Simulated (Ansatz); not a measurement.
Geometry optimisation, RKS B3LYP-D4/def2-SVP (Ansatz).

Input:

```yaml
crystal:
  periodic: [false, false, false]
  atoms:
    - { symbol: B, position_ang: [-0.006638, 0.262977, -0.031137] }
    - { symbol: F, position_ang: [-0.00767, 0.436601, 1.285064] }
    - { symbol: H, position_ang: [1.059562, 0.252861, -0.590959] }
    - { symbol: H, position_ang: [-1.074001, 0.194621, -0.585181] }
    - { symbol: Cl, position_ang: [0.095703, -2.639247, 0.936109] }
    - { symbol: H, position_ang: [0.070344, -1.622513, 1.797705] }
basis:
  gaussian: { orbitals: def2-SVP }
hamiltonian:
  xc: b3lyp
  dispersion: d4
relax:
  f_tol: 0.03
  max_steps: 50
output:
  orbitals: {}
```

Launched with:

```bash
$ ansatz run input.yaml --threads 1 --pin off --max-ram 2048MiB --backend cpu --events-out ev --progress --plain --runs-dir out
```

Task: Where does it end, and by what steps?

Result: It converged. After 7 steps the energy has fallen by 0.040 eV; H6 moved furthest, 0.26 Å.

| step | energy less start (eV) | largest force component (eV/Å) | accepted |
| --- | --- | --- | --- |
| 0 | 0.0000 | 0.946 | yes |
| 1 | -0.0303 | 0.414 | yes |
| 2 | 0.0146 | 0.789 | no |
| 3 | -0.0338 | 0.392 | yes |
| 4 | -0.0390 | 0.112 | yes |
| 5 | -0.0395 | 0.090 | yes |
| 6 | -0.0399 | 0.114 | yes |
| 7 | -0.0401 | 0.005 | yes |

```xyz
6
Properties=species:S:1:pos:R:3
B -0.007 0.299 -0.051
F -0.010 0.590 1.245
H 1.060 0.249 -0.610
H -1.073 0.179 -0.599
Cl 0.093 -2.590 0.887
H 0.075 -1.842 1.940
```

Whether the end is a true minimum wasn't checked by a vibrational analysis.

Run time: 12 s on 1 thread of Arm Neoverse V2, with other jobs on the host, peak memory 0.13 GiB.
